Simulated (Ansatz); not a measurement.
Ligand exchange: CH5N + NaOH → CH4O + NaNH2

Species: CH5N (methylamine) `CN`, singlet; NaOH `[OH][Na]`, singlet; CH4O (methanol) `CO`, singlet; NaNH2 `[NH2][Na]`, singlet. The partners trade NH2 for OH: C–NH2 and Na–OH bonds give way to C–OH and Na–NH2.

Shapes, held fixed at every level: PBE0-D4/def2-TZVP. Programs: Ansatz 0.2.0. The zero-point and thermal change to 298 K, harmonic and unscaled (PBE0-D4/def2-TZVP), is -4.7 kJ/mol.

Problem. Estimate ΔH(298 K) of this reaction.

Solution. The highest level, CCSD(T)/def2-TZVPP, gives ΔH(298 K) = +80.1 kJ/mol; the levels span +74.8 to +86.5. The column of differences is taken from that level and isn't an error. No measured value is set beside it here. Correlated rows may include outer-core shells of Na, which these sets cover unevenly.

```
                level                    kind  ΔH(298 K) (kJ/mol)  less CCSD(T)/def2-TZVPP
          HF/def2-SVP            Hartree–Fock               +86.5                     +6.4
        HF/def2-TZVPP            Hartree–Fock               +83.0                     +2.9
    PBE-D4/def2-TZVPP                     GGA               +74.8                     -5.3
r2SCAN0-D4/def2-TZVPP           global hybrid               +83.5                     +3.4
   wB97X-V/def2-TZVPP  range-separated hybrid               +82.5                     +2.4
       MP2/def2-TZVPP     perturbation theory               +85.0                     +4.9
   CCSD(T)/def2-TZVPP   coupled cluster or CI               +80.1                      0.0
```
